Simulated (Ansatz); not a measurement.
fcc Pd

The numbers are results of HSE06 (Ansatz, a quantum-chemistry and plane-wave program, plane waves, PAW), not measurements.

Settings: plane-wave cutoff 500 eV, 6×10×1 k mesh (along the axes of the cell as run), Fermi–Dirac smearing 0.1 eV, scalar-relativistic PAW data made under PBE.

Cell: relaxed with r²SCAN.

```
Quantity                              Value
--------------------------------  ---------
surface energy of the (110) face  1.56 J/m²
work function of the (110) face     4.88 eV
```

Note: exact exchange on metals is sensitive to the k mesh and can open a false gap.

The slab of 8 atoms is relaxed and unreconstructed.

Computed values are for the static lattice.
